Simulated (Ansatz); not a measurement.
Species: methyl formate, C₂H₄O₂ (charge 0, singlet). SMILES: COC=O
Geometry from a B3LYP-D3(BJ)/def2-TZVP (Ansatz, a program for electronic structure) optimisation:
```xyz
8

C     -0.9314    -0.0909     0.0015
O     -0.7248    -1.2718    -0.0191
O      0.0010     0.8677     0.0146
H     -1.9259     0.3745     0.0125
C      1.3667     0.4114     0.0025
H      1.9749     1.3108     0.0157
H      1.5676    -0.2028     0.8792
H      1.5619    -0.1729    -0.8956
```

Quantity: vertical triplet-singlet gap (E(triplet) - E(singlet); each state is the SCF solution reached for its spin), in kcal/mol. Cores are frozen in the correlated levels unless marked. UHF or UKS for open shells. No spin-orbit coupling. No relativistic terms. 

| level | program | vertical triplet-singlet gap (kcal/mol) |
|---|---|---|
| HF/aug-cc-pVDZ | Ansatz | 102.1 |
| RI-HF/aug-cc-pVTZ | Ansatz | 101.3 |
| r2SCAN/def2-TZVPD | Ansatz | 119.7 |
| B3LYP/def2-TZVPD | Ansatz | 122.2 |
| PBE0/def2-TZVPD | Ansatz | 120.5 |
| BHLYP/def2-TZVPD | Ansatz | 117.4 |
| CAM-B3LYP/def2-TZVPD | Ansatz | 122.0 |
| wB97M-V/def2-TZVPD | Ansatz | 125.8 |
| wB97X-V/def2-TZVPD | Ansatz | 124.9 |
| B2PLYP/def2-TZVPD | Ansatz | 127.7 |
| RI-MP2/aug-cc-pVTZ | Ansatz | 139.7 |
| SCS-MP2/aug-cc-pVDZ | Ansatz | 138.4 |
| CCSD/aug-cc-pVDZ | Ansatz | 127.6 |
| CCSD(T)/aug-cc-pVDZ | Ansatz | 130.3 |
